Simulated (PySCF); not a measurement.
```xyz
4
charge 0 multiplicity 3, angstrom
Si    0.0240   -0.0349    1.0666
Si    0.0240   -0.0349   -1.0666
H    -0.6647    0.9688    1.9391
H    -0.6647    0.9688   -1.9391
```

Computed with PySCF, UPBE0, basis Si def2-TZVP, H def2-TZVP (no relativity, density fitting).

This geometry of Si₂H₂ is a stationary point at this level.

Question: What is the point group?

Answer: C2v.

Question: Is it a minimum?

Answer: No: it has 1 imaginary mode, at 1001i cm⁻¹ (a2).

Question: Which band is strongest in the infrared?

Answer: 2134 cm⁻¹ (b2), 61 km/mol.

Question: What are the dipole moment and the gap between the highest occupied and lowest empty levels of either spin?

Answer: 0.11 D and 2.38 eV.

Question: Give the atomic charges and bond orders.

Answer: 
```tsv
atom	Mulliken	Löwdin	polar tensor	spin (Mulliken)	Mayer order to Si1
Si1	-0.04	0.02	0.09	0.87	–
Si2	-0.04	0.02	0.09	0.87	2.00
H3	0.04	-0.02	-0.09	0.13	0.89
H4	0.04	-0.02	-0.09	0.13	0.05
```
Other Mayer orders above 0.3: Si–H 0.89.

Other isomers or separated fragments may lie lower. At this level a singlet minimum of C2v symmetry lies 173 kJ/mol below this structure.
